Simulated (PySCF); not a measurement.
**`Nc1cc1=O`, C₃H₃NO**

Cartesian coordinates in Å; atom numbers follow the order of the lines, from 1:
```xyz
8

N     1.479   -0.141    0.083
C     0.157   -0.073   -0.049
C    -0.902    0.677   -0.474
C    -1.199   -0.586    0.083
O    -1.948   -1.468    0.431
H     1.909   -0.957    0.493
H     2.078    0.618   -0.215
H    -1.207    1.620   -0.929
```

Method: PySCF 2.14.0, UKS PBE0/cc-pVDZ four-point reorganisation energy, gas phase. Geometry: PBE0/cc-pVDZ.

Q: What is the inner reorganisation energy for hole transfer, with the ionisation energy?

A: λ = 0.095 (surface of the oxidised species) + 0.107 (surface of the starting species) = 0.202 eV. The ionisation energy is 9.20 eV vertical and 9.10 eV adiabatic without zero-point energy; at the relaxed geometry of the oxidised species the two energies differ by 8.99 eV. Largest bond changes: C2–C3 1.366 → 1.417 Å, N1–C2 1.330 → 1.294 Å, N1–H6 1.009 → 1.022 Å, N1–H7 1.012 → 1.022 Å, C4–O5 1.207 → 1.216 Å. ⟨S²⟩ of the relaxed oxidised species 0.781.
